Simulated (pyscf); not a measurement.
Single points on ωB97X-D3(BJ)/def2-SVP structures (PySCF, gas phase). MP2 and CC: frozen core, UHF for open shells. ΔMP2 is the change of the MP2 total energy from the triple- to the quadruple-zeta basis.

SMILES: O[SiH]([SiH3])O
```xyz
10

O     -0.7338     1.0525    -2.3760
Si    -0.0626    -0.0217    -1.2896
O     -0.7317    -1.5484    -1.3678
Si    -0.5753     0.7955     0.8211
H     -0.4389     1.0164    -3.2914
H      1.4047    -0.1315    -1.5772
H     -0.4371    -2.1375    -2.0695
H      0.0064    -0.0933     1.8705
H     -2.0552     0.8544     0.9990
H     -0.0088     2.1663     0.9936
```

Task: How much does it cost (ΔH, 298 K, CCSD(T)/def2-TZVPP + ΔMP2(QZVPP)) to split HO–SiH(OH)–SiH₃ at its O–Si bond into OH• + HO–SiH•–SiH₃?

Result: O–Si to OH• + HO–SiH•–SiH₃: 126.4 kcal/mol. HO–SiH(OH)–SiH₃ lies 28.9 kcal/mol over its isomer HO–SiH₂–O–SiH₃ (electronic energy, ωB97M-D3(BJ)/def2-TZVP). HO–SiH•–SiH₃ lies 22.9 kcal/mol over its isomer •H₂Si–O–SiH₃ (electronic energy, ωB97M-D3(BJ)/def2-TZVP). The CCSD(T) − MP2 part came from Ansatz, without density fitting, on the same reference. Left out: the spin-orbit lowering of OH.
